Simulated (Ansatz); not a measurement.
The same path of BClH3N (6 atoms, charge 0, multiplicity 1) was run twice with different band settings. Lost on the way: B1–Cl2, B1–H3. Made: Cl2–H3.

Method: RHF/def2-SVPD in Ansatz 0.2.0.

Relaxed end points:

```xyz
6
Properties=species:S:1:pos:R:3
B 0.204 0.066 -0.073
Cl 0.486 -0.408 1.635
H 1.135 0.442 -0.712
N -1.072 -0.014 -0.601
H -1.861 -0.329 -0.077
H -1.271 0.242 -1.544
```

```xyz
6
Properties=species:S:1:pos:R:3
B -0.523 0.003 -0.317
Cl 2.557 -0.041 1.729
H 1.482 -0.024 1.011
N -1.664 0.017 -1.068
H -2.553 -0.268 -0.703
H -1.677 0.313 -2.025
```

Common settings: movable images 7; climbing image yes; spring 5.0 eV/Å²; optimiser quadratic models (default); force threshold 0.03 eV/Å; iteration limit 60; end points relaxed.

| run | start path |
| --- | --- |
| 1 | through a guess of the saddle point |
| 2 | straight line |

(1) What does each run give, and how far can it be trusted?

Results:

(1) Run 1: converged after 49 iterations, highest image 4.108 eV above the first end. Neighbouring images differ by up to 2.3 eV, so the band resolves the path poorly. A vibrational analysis at the climbing image gives one clearly imaginary mode, 813i cm⁻¹: a first-order saddle point.
Run 2: converged after 32 iterations, highest image 4.106 eV above the first end. Neighbouring images differ by up to 2.3 eV, so the band resolves the path poorly. Another band between the same ends (7 images) ends at a top of the same energy, where a vibrational analysis finds 1 clearly imaginary mode.
The orbitals stay closed-shell, which can raise the energy where a bond breaks towards radicals; this wasn't checked here.
